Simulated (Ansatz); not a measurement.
Down a group: vertical spin gaps of SiH⁺, SnH⁺

Ansatz 0.2.0, functionals in def2-QZVPP, HF, MP2 and coupled cluster extrapolated from def2-TZVPP and def2-QZVPP (exp(−7.88 √X), X^−2.97); geometries are PBE0/def2-TZVP minima. Wave-function levels freeze the cores with the filled d shells of p-block atoms; HF, MP2 and coupled cluster are restricted for singlets and unrestricted otherwise, restricted open-shell where a d shell is frozen. The best estimate adds to that CCSD(T) limit the step from CCSD(T) to the highest level run in a smaller set (full CI/cc-pVQZ, full CI/def2-TZVPP). It lacks core correlation, which semilocal and hybrid functionals hold and which counts in their errors here, (a few kJ/mol in atomization energies of light atoms) is good to about 1 kcal/mol where the step is under 0.06 eV, as here, and is no measured value. An error is the level's value less this estimate. Energies are electronic, without zero-point terms. No spin–orbit coupling; scalar relativity only by core potentials past Kr. CCSD(T)'s error is that step with its sign reversed, by construction, and steps from double-zeta sets run high. The species are chosen: bound, without strong static correlation by their natural occupations or amplitudes, in their lowest spin state as far as vertical gaps and like structures tell, without the heavier p-block dimers whose ³Σ⁻ and ³Π states nearly coincide, and with a ladder that closes on the reference, so errors are smaller than for species at large; levels whose determinant breaks symmetry or spin markedly are left out.

```csv
species,bonds (Å),quantity,symmetry of the states,reference,value (eV),error CCSD,error CCSD(T)
"SiH⁺, singlet",Si–H 1.519,"triplet less singlet, vertical",Σ⁺ / Π,limit + step to full CI/cc-pVQZ,2.267,0.012,0.004
"SnH⁺, singlet",Sn–H 1.760,"triplet less singlet, vertical",Σ⁺ / Π,limit + step to full CI/def2-TZVPP,2.309,0.013,0.000
```

Si and Sn lie within 0.05 eV, too close for this set-up to order.
